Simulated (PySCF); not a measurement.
Species: thio-thionyl fluoride, S2F2.
Cartesian coordinates in Å at the PBE0-D3(BJ)/def2-TZVP level; atoms count from 1:
```
atom  x, y, z in Å
F1     1.2305    0.6496   -0.4204
S2     0.1356   -0.0539    0.5201
F3    -0.9772    1.0414    0.1416
S4    -0.3507   -1.6623   -0.2746
```

Linear response at PBE0/aug-cc-pVTZ (PySCF, frozen core in the response, non-relativistic). Isolated species at its PBE0-D3(BJ)/def2-TZVP geometry, gas phase.

Static isotropic polarisability: 44.62 au (6.61 Å³), principal values 35.9, 38.8, 59.1 au.

Q: What is the polarisability at 1064 nm and at the sodium D line?

A: 45.09 au at 1064 nm (+1.0 %), 46.20 au at 589.3 nm (+3.5 %). The rise at 589.3 nm is 3.41 times that at 1064 nm; a pure ω² law gives 3.26. The lowest singlet lies at 292 nm, shorter than both wavelengths.

Q: What is the isotropic C6 coefficient between two such molecules, C6 = (3/π)∫α(iω)² dω?

A: 775.8 au (Eh·bohr⁶) by a ten-point quadrature over imaginary frequencies, which is 464 eV·Å⁶ or 44.7 J·nm⁶/mol.

Q: Which effective excitation energy ω̄ makes London's formula C6 = (3/4)α²ω̄ exact here?

A: ω̄ = 4·C6/(3α²) = 0.519 Eh = 14.1 eV. A one-pole form α(ω) = α/(1 − ω²/ω̄²) fitted to the 1064 nm value gives 11.5 eV.

Q: How anisotropic is the static polarisability, by Δα² = ½[(α1 − α2)² + (α2 − α3)² + (α3 − α1)²]?

A: Δα = 21.9 au, or 0.49 of the isotropic value.

Q: The lowest 10 singlets have (eV, f): 4.25, 0.003; 5.33, 0.006; 6.26, 0.001; 6.40, 0.027; 6.43, 0.003; 6.89, 0.224; 7.20, 0.000; 7.62, 0.062; 7.91, 0.036; 8.28, 0.065. What share of the static polarisability do they carry in the sum over states α = Σ f/ω²?

A: 6.25 au, 14.0 % of α; the largest term, 3.50 au, is that of the state at 6.89 eV. Their oscillator strengths add up to 0.43. Higher states carry the rest.

Q: How many electrons N does the Slater–Kirkwood formula C6 = (3/4)·√N·α^(3/2) need to give this C6?

A: N = (4·C6/3)²/α³ = 12.0; the species has 50 electrons in all.

Q: What molar refraction at the D line follows from R = (4π/3)·N_A·α′, with α′ the polarisability volume?

A: α′ = 6.85 Å³ gives R = 17.27 cm³/mol, for isolated, non-vibrating species.

Q: What three-body coefficient follows from the one-pole estimate C9 = (3/4)·α·C6?

A: 26000 au. This is an estimate from the two numbers above, not a computed integral.

Q: What does −C6/R⁶ come to at R = 10 Å between centres?

A: -45 J/mol. This is the leading, orientation-averaged term; C8 and higher terms are left out.
